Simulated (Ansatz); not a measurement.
Reaction (silylene formation by 1,1-elimination): `N[SiH3]` → H₂ + `N[SiH]`

Computed with Ansatz on PBE0-D4/def2-TZVP structures; ΔE is electronic, products minus reactants. CCSD(T)/CBS is frozen-core, at the limit of the def2 triple- and quadruple-zeta sets. Functionals use def2-TZVPP. B3LYP here is the variant with VWN-RPA as its local correlation; programs differ in this.

`N[SiH3]`:

Cartesian coordinates in Å:
```
N 0.815 0.185 0.663
Si -0.461 -0.030 -0.471
H 1.545 -0.505 0.728
H 0.614 0.576 1.570
H 0.149 -0.351 -1.787
H -1.438 -1.116 -0.157
H -1.223 1.242 -0.547
```

H₂:

Cartesian coordinates in Å:
```
H -0.189 -0.052 -0.317
H 0.189 0.052 0.317
```

`N[SiH]`:

Z-matrix (Å, degrees):
```
N
Si 1 1.707
H 1 1.008 2 126.3
H 1 1.008 2 121.7 3 -180.0
H 2 1.532 1 94.1 3 -0.0
```

**Question.** Is it downhill or uphill in electronic energy at CCSD(T)/CBS, and by how much? (Best estimate.)

**Answer.** Ansatz gave: Uphill: ΔE = +1.80 eV.

**Question.** What do these levels give: LDA (SPW92), r2SCAN-D4, B3LYP-D4, r2SCANh-D4, PBE-QIDH, BLYP, r2SCAN0, SCS-MP2/def2-TZVPP, HF/def2-QZVPP, CCSD/CBS(def2), CCSD(T)/cc-pV(D+d)Z, MP2/cc-pV(T+d)Z? (Best estimate.)

**Answer.** Ansatz gave: LDA (SPW92) 1.91, r2SCAN-D4 1.87, B3LYP-D4 1.71, r2SCANh-D4 1.91, PBE-QIDH 1.96, BLYP 1.49, r2SCAN0 1.96, SCS-MP2/def2-TZVPP 1.83, HF/def2-QZVPP 1.95, CCSD/CBS(def2) 1.84, CCSD(T)/cc-pV(D+d)Z 1.65, MP2/cc-pV(T+d)Z 1.83 eV.

**Question.** What do rigid-rotor, harmonic-oscillator terms from PBE0-D4/def2-TZVP frequencies (298.15 K, 1 bar) make of the CCSD(T)/CBS value? (An estimate is asked.)

**Answer.** Computed: ΔZPE = -0.18 eV, ΔH = +1.69 eV, ΔS = 112 J/(mol·K), ΔG = +1.34 eV.

Largest T1 diagnostic among the species: 0.015.

At CCSD(T), def2-SVP lies −0.13 eV from the extrapolated value and def2-TZVPP −0.06 eV. Leaving LDA and LC-ωPBE aside and taking each functional with its dispersion term where it has one, the values, not all of them listed here, spread over 0.44 eV, from BLYP-D4 to r2SCAN0-D4. LDA lies +0.25 eV from PBE without D4. From BLYP to BHLYP (50 % exact exchange), in def2-TZVPP and without D4, ΔE moves by +0.40 eV.
